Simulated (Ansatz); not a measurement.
`CC(O)(F)CF` and `OC(F)CF` differ in one atom or group.

Ansatz, PBE0-D4/def2-TZVP geometries, multiplicity 1. Each molecule was computed in one conformer, which needn't be the lowest.

| property | `CC(O)(F)CF` |
| --- | --- |
| HOMO energy (ωB97M-V/def2-TZVPP) / eV | -11.43 |
| HOMO energy (PBE0/def2-TZVPP) / eV | -8.98 |
| HOMO–LUMO gap (PBE0/def2-TZVPP) / eV | 10.12 |
| size of the dipole moment (B3LYP/def2-TZVPP) / D | 2.26 |
| LUMO energy (PBE0/def2-TZVPP) / eV | 1.14 |
| HOMO energy (B3LYP/def2-TZVPP) / eV | -8.75 |

Give the same properties after the change, and the shifts. (Estimate.)

Ansatz gave: 
| property | `OC(F)CF` | shift |
| --- | --- | --- |
| HOMO energy (ωB97M-V/def2-TZVPP) / eV | -11.65 | -0.22 |
| HOMO energy (PBE0/def2-TZVPP) / eV | -9.20 | -0.22 |
| HOMO–LUMO gap (PBE0/def2-TZVPP) / eV | 10.25 | 0.13 |
| size of the dipole moment (B3LYP/def2-TZVPP) / D | 2.11 | -0.15 |
| LUMO energy (PBE0/def2-TZVPP) / eV | 1.06 | -0.08 |
| HOMO energy (B3LYP/def2-TZVPP) / eV | -8.97 | -0.22 |

With PBE0 the HOMO falls by 0.22 eV and the LUMO falls by 0.08 eV, so the gap widens by about 0.14 eV. PBE moves the HOMO by -0.20 eV and ωB97M-V by -0.22 eV. The zero-point energy changes by -71.4 kJ/mol with -9 modes. Dipoles are sizes alone; their direction can turn.

B3LYP here is the variant with VWN-RPA as its local correlation; programs differ in this.
